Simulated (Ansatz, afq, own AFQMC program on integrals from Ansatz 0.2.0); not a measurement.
# Al2H4, singlet: a scan with AFQMC

```xyz
6

Al    0.0000    0.0000    1.3086
Al    0.0000    0.0000   -1.3086
H     0.0000    1.3533    2.1524
H     0.0000   -1.3533    2.1524
H     0.0000    1.3533   -2.1524
H     0.0000   -1.3533   -2.1524
```

One side is turned about Al1–Al2. Energies in kJ/mol count from this geometry (0.000 °) at the same level; the start stands on RHF, each point on the determinant named.

Basis 6-31G. Noble-gas cores (and the filled d shells of Ga–Kr and In–Xe) are frozen. Integrals, coupled cluster, full CI and functionals: Ansatz 0.2.0; the random walks run on the same integrals in our own AFQMC program. The CISD trial takes its coefficients from CCSD amplitudes. Released means that phaseless walkers are propagated on without the constraint, phases kept. Error bars are statistical, one sigma.

Cautions, each for one point or more: the ph-AFQMC/CISD walk drifts between its halves.

| twist about Al1–Al2 / ° | det. | T1 | weight | MP2 | B3LYP | CCSD(T) |
| --- | --- | --- | --- | --- | --- | --- |
| 32.700 | RHF | 0.011 | 0.92 | -3.3 | -3.1 | -3.6 |
| 62.600 | RHF | 0.012 | 0.91 | -8.7 | -8.1 | -9.5 |
| 90.000 | RHF | 0.013 | 0.91 | -10.9 | -10.2 | -12.0 |
| 150.000 | RHF | 0.011 | 0.92 | -2.8 | -2.7 | -3.1 |

Question: Estimate the curve of CCSDT(Q), counted from the same start.

Answer: 
```csv
twist about Al1–Al2 / °,det.,T1,weight,CCSDT(Q),ph-AFQMC/CISD,released AFQMC
32.700,RHF,0.011,0.92,-3.6,-3.3 ± 0.3,-3.5 ± 0.3
62.600,RHF,0.012,0.91,-9.6,-9.4 ± 0.4,-9.7 ± 0.4
90.000,RHF,0.013,0.91,-12.0,-11.5 ± 0.4,-12.1 ± 0.5
150.000,RHF,0.011,0.92,-3.1,-3.5 ± 0.5,-3.1 ± 0.4
```

Weight is that of the determinant in the CISD state; at the start T1 is 0.011 and the weight 0.92. Symmetry can't show for every point that it stays on the start's state. Largest departures from CCSDT(Q), at the points where its series has closed: CCSD(T) 0.0 kJ/mol at 90.000 (on RHF), ph-AFQMC/CISD 0.5 kJ/mol at 90.000 (on RHF) (within the noise), released AFQMC -0.1 kJ/mol at 90.000 (on RHF) (within the noise), MP2 1.1 kJ/mol at 90.000 (on RHF). The functionals aren't scored here. In this small basis the wave-function levels are far from their limit, so their gap to the functionals isn't the functionals' error.

A walk keeps the symmetry of its determinant, which the program's search chose and which needn't be the lowest solution, so a lower state of the same spin and another symmetry isn't excluded. Released energies are given only where the last usable release times agree within the noise; a slower fall can still hide under it.
